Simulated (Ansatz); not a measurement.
# CHBSi (triplet): relaxing a cheap start

Aim: relax a generated start of CHBSi (triplet) and see which bonds hold.

The runs use Ansatz 0.2.0, Gaussian basis; UKS PBE0/def2-TZVP.

**1. Where the work starts**

4 atoms, charge 0, spin multiplicity 3.

Atoms are counted from 1 here; the program's logs count them from 0.

Bond lengths: B1–Si2 1.934 Å, B1–C3 1.448 Å, Si2–C3 1.815 Å, Si2–H4 1.457 Å. Angles: Si2–B1–C3 63.0°, B1–Si2–C3 45.3°, B1–Si2–H4 179.2°, C3–Si2–H4 133.9°, B1–C3–Si2 71.7°.

The start was built by rule and, where that kept it together, relaxed with GFN2-xTB. Sticks and bond lists go by distance. 

**2. The run**

in.yaml

```yaml
crystal:
  periodic: [false, false, false]
  atoms:
    - {symbol: B, position_ang: [-0.683818, -1.104195, -0.014433]}
    - {symbol: Si, position_ang: [-0.071363, 0.730020, 0.008365]}
    - {symbol: C, position_ang: [0.748088, -0.889851, -0.008710]}
    - {symbol: H, position_ang: [0.408729, 2.105481, 0.025507]}
basis:
  gaussian: {orbitals: def2-TZVP}
magnetization: {spin_polarized: true, initial_magnetization: 2}
hamiltonian: {xc: pbe0}
relax: {f_tol: 0.004, max_steps: 80}
```

Launch:

```sh
ansatz run in.yaml --threads 1 --pin off --events-out ev --progress --plain --max-ram 2176MiB
```

What does the calculation give? Wanted: energy gained; shift from the start; total energy; dipole moment; ⟨S²⟩.

As calculated:

```
                  quantity          value
                     steps              8
             energy gained       0.245 eV
shift from the start (rms)        0.174 Å
              total energy  -9595.9213 eV
             dipole moment         1.70 D
                      ⟨S²⟩          2.024
```

**Reading.** The bonds of the start are those of the end. B1–Si2 went from 1.934 to 2.104 Å. No vibrations were run, so this is a stationary point, not a proven minimum, and this spin need not be the ground state's.
